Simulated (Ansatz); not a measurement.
## CCSD(T) forces

CH2ClF (SMILES FCCl), closed shell, displaced at random from a GFN2-xTB minimum.

| atom | x (Å) | y (Å) | z (Å) |
| --- | --- | --- | --- |
| F1 | -0.9476 | 0.5672 | 0.7294 |
| C2 | 0.1046 | 0.0550 | 0.0572 |
| Cl3 | -0.4285 | -1.2450 | -0.9937 |
| H4 | 0.8770 | -0.3605 | 0.7901 |
| H5 | 0.5149 | 0.9336 | -0.5606 |

Computed with Ansatz 0.2.0 (basis: def2-TZVPP); correlated methods freeze the cores.

CCSD(T) forces from the calculation:
```csv
atom,Fx,Fy,Fz (eV/Å)
F1,-0.483,-0.021,0.544
C2,1.885,1.226,-0.001
Cl3,0.013,-0.186,-0.224
H4,-1.109,0.620,-1.049
H5,-0.306,-1.639,0.730
```

Which atom feels the largest CCSD(T) force, and how large is it?

C2, 2.25 eV/Å, along (0.84, 0.55, 0.00).

Root-mean-square difference of the force components from those of CCSD(T): PBE0-D4 0.139; wB97M-V 0.030; r2SCAN-D4 0.052; PBE-D4 0.196; SPW92 0.313; BLYP-D4 0.307 eV/Å.

The T1 diagnostic stays at or below 0.011. These are differences at one structure, and CCSD(T) in triple zeta is itself an approximation.

For scale, one of the runs: CCSD(T)/def2-TZVPP forces, 132 basis functions (an equivalent command: `ansatz run in.yaml --threads 4`). The run took 36 s on 4 CPU threads (shared host), with 1.2 GiB of host memory at its peak.
